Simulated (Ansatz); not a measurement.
**[H···H···S], triplet in 6-31G: errors against full CI**

Geometry: a point of a hydrogen-transfer path between rigid fragments, not a stationary point.

```yaml
atoms:
  - { symbol: H, position_ang: [0.0000, 0.0000, -1.0710] }
  - { symbol: H, position_ang: [0.0000, 0.0000, -0.2500] }
  - { symbol: S, position_ang: [0.0000, 0.0000, 1.3210] }
```

Basis 6-31G; Ansatz 0.2.0. Correlated methods freeze the noble-gas cores, which leaves 8 electrons in 12 orbitals. R marks a restricted (for open shells ROHF) determinant, U an unrestricted one. Active spaces: pair = (4e, 4o) about the gap; valence = (8e, 6o) chosen from the atoms' valence shells.

Full CI is exact within this basis and frozen core; it isn't the basis-set limit. The frozen core follows each run's orbitals, which can shift R against U totals by a few meV.

For open shells CISD and CISDTQ are restricted-active-space CI with the open shells as a complete middle space.

```
UHF ⟨S²⟩                          : 2.025
T1 diagnostic (RCCSD)             : 0.0229
largest doubles amplitude (RCCSD) : 0.071
T1 diagnostic (UCCSD)             : 0.0106
```

| level | E − E(full CI) (meV) | share of correlation (%) | wall time |
| --- | --- | --- | --- |
| RHF | 1632 | 0.00 | – |
| UHF | 1465 | 10.20 | – |
| RMP2 | 425 | 73.97 | – |
| UMP2 | 398 | 75.60 | – |
| CISD | 50 | 96.96 | 0.39 s |
| RCCSD | 17 | 98.96 | – |
| UCCSD | 16 | 99.04 | – |
| RCCSD(T) | 4 | 99.75 | 0.36 s |
| UCCSD(T) | 4 | 99.76 | 0.36 s |
| BCCD(T) | 4 | 99.73 | 0.45 s |
| RCCSDT | 1 | 99.97 | – |
| UCCSDT | 0 | 99.98 | – |
| CISDTQ | 1 | 99.96 | 0.72 s |
| RCCSDT(Q) | 0 | 99.99 | 1.9 s |
| UCCSDT(Q) | 0 | 100.00 | 1.7 s |
| RCCSDTQ | 0 | 99.99 | 10 s |
| UCCSDTQ | 0 | 100.00 | 10 s |
| CASSCF (pair space) | 987 | 39.49 | – |
| NEVPT2 (pair space) | 236 | 85.52 | 0.36 s |
| CASSCF (valence space) | 939 | 42.47 | – |
| NEVPT2 (valence space) | 288 | 82.36 | 0.24 s |
| MRCISD (valence space) | 29 | 98.24 | – |
| MRCISD+Q (valence space) | 10 | 99.39 | 0.51 s |

The correlation energy at full CI, counted from RHF, is -1.632 eV. That run took 0.78 s on 1 thread of Intel Xeon Platinum 8488C, shared host over 61,184 determinants.

Times hold each run's SCF and search for its determinant on a shared host, so for small cases they say little of a method's own cost; they ran on 1 thread of Intel Xeon Platinum 8488C.

The full-CI state has the irrep B2 of C2v, in the program's axes (one component, if the state is degenerate).

Natural occupations of full CI about the gap: 1.988 1.986 1.965 0.999 0.997 0.030 0.013 0.008 0.005 0.004; effectively unpaired electrons, Σ n²(2−n)², 2.01.
